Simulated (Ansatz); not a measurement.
Consider the homolysis of the C–N bond: `CN(C)CO` → `[CH2]O`• + `C[N]C`•.

Isolated molecules relaxed with PBE0-D4/def2-TZVP in Ansatz; ΔE leaves out vibrations. CBS: MP2 limit from def2 TZ/QZ plus the TZ coupled-cluster correction, frozen cores. DFT in def2-TZVPP. HSE06 is defined as in plane-wave codes. Open shells (•) are unrestricted, without spin–orbit coupling. Each species was taken in one conformer, which may not be the lowest.

```
   level  ΔE (kJ/mol)
HSE06-D4        342.7
 ωB97X-V        352.5
 ωB97M-V        356.5
  r2SCAN        318.2
```

Q: What does CCSD(T)/CBS give? (Best estimate.)

A: Ansatz gave: +364.7 kJ/mol. The listed levels differ from it by -22.0, -12.2, -8.2, -46.5 kJ/mol.

Largest T1 diagnostic among the species: 0.016.

The D4 term adds +15.8 kJ/mol with B3LYP and +8.6 kJ/mol with PBE0; it sums over pairs of atoms, weighted by their polarisabilities, and B3LYP, whose exchange is more repulsive, gets the larger term. From BLYP to BHLYP (50 % exact exchange), in def2-TZVPP and without D4, ΔE moves by +13.3 kJ/mol.

B3LYP here is the variant with VWN-RPA as its local correlation; programs differ in this.
